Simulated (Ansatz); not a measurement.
## Match the barriers

Saddle point of SiH3F, singlet (SiH₂ + HF → SiH₃F ([F][SiH3]); bonds formed: Si1–H2, Si1–F3; bonds broken: H2–F3), PBE0-D4/def2-TZVP structure:

```xyz
5
angstrom
Si -0.4498 -0.0315 0.3702
H 0.0116 -1.1462 -0.8027
F 0.8534 -0.4302 -1.0409
H 0.4696 0.2664 1.5142
H -0.8848 1.3414 -0.0405
```

Computed with Ansatz 0.2.0 (basis: def2-TZVPP, with def2-QZVPP for the basis limit); correlated methods freeze the cores. B3LYP uses VWN-RPA correlation. Extrapolation: Hartree–Fock as exp(−7.88 √X), correlation as X^−2.97. Four methods, as single points on the PBE0-D4 structures, gave these electronic barriers from the start structure: 23.4, 37.0, 58.1, 98.4 kJ/mol.

Task: The methods were, in alphabetical order, B3LYP-D4, BHLYP-D4, BLYP-D4, HF. Which gave which? (Judge from chemistry; the calculation decides.)

Result: Computed: BLYP-D4 23.4; B3LYP-D4 37.0; BHLYP-D4 58.1; HF 98.4 kJ/mol. For comparison, CCSD(T) at an estimated basis limit (MP2 extrapolated from triple and quadruple zeta, plus CCSD(T) − MP2 in triple zeta) gives 47.5 kJ/mol.

T1 diagnostic: at most 0.017. The restricted Hartree–Fock reference is unstable towards an unrestricted one at one or more of these structures.

Losses and insertions of silylenes and their heavier kin drive the gas-phase chemistry of silicon and germanium vapour deposition.

Labels in which every atom is bracketed show which atoms are joined, not bond orders.

For scale, one of the runs: CCSD(T)/def2-TZVPP, 115 basis functions, launched by `ansatz run in.yaml --threads 2 --pin off --events-out ev --progress --plain --max-ram 4352MiB`. The run took about 3.8 s on 2 CPU threads of an Intel Xeon Platinum 8488C (shared host).
